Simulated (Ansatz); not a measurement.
2H WS2: LDA at its full settings (plane-wave cutoff 520 eV, 12×12×4 k mesh (along the axes of the cell as run), Fermi–Dirac smearing 0.01 eV, no spin polarisation, scalar-relativistic PAW data made under PBE) and at cheaper ones, in a cell of 6 atoms with Γ-centred meshes.

```
level and setting             lattice parameter a (Å)  c axis length (Å)  bulk modulus B0 (GPa)
----------------------------  -----------------------  -----------------  ---------------------
LDA (Ansatz)                                    3.127             12.158                   42.2
LDA (Γ point alone) (Ansatz)                    3.384             14.224                   16.1
LDA (2×2×2 k mesh) (Ansatz)                     3.124             12.930                   22.9
LDA (4×4×4 k mesh) (Ansatz)                     3.125             12.158                   42.7
```

Largest shifts from the full settings: lattice constant a +8.22 % (LDA (Γ point alone)), against a difference of -0.82 % of the full result from the reference 3.153 Å (measured, 300 K, not corrected to a static lattice; as tabulated in arXiv:1605.07067); lattice parameter c +17.0 % (LDA (Γ point alone)), against a difference of -1.34 % of the full result from the reference 12.323 Å (measured, 300 K, no zero-point or thermal correction; as tabulated in arXiv:1605.07067); bulk modulus -62 % (LDA (Γ point alone)), against a difference of -31 % of the full result from the reference 61 ± 1 GPa (measured, room temperature, not corrected to a static lattice; as tabulated in High pressure x-ray diffraction study of tungsten disulfide, J. Phys. Chem. …).

The full settings aren't shown to be converged themselves.

Caveats: LDA has no dispersion term either, though it tends to give short spacings of layers, chains or molecules (LDA, LDA (Γ point alone), LDA (2×2×2 k mesh), LDA (4×4×4 k mesh)); for a layered or molecular solid the relaxed cell lies over 5 % above the published volume, where the minimum can be shallow (LDA (Γ point alone)). Ansatz's density-functional and Hartree–Fock values are scalar-relativistic unless marked +SOC, with PAW data made under PBE.

Run with cheap settings on purpose, which may leave them unconverged: LDA (2×2×2 k mesh), LDA (4×4×4 k mesh), LDA (Γ point alone).

Ansatz is a program for electronic structure.
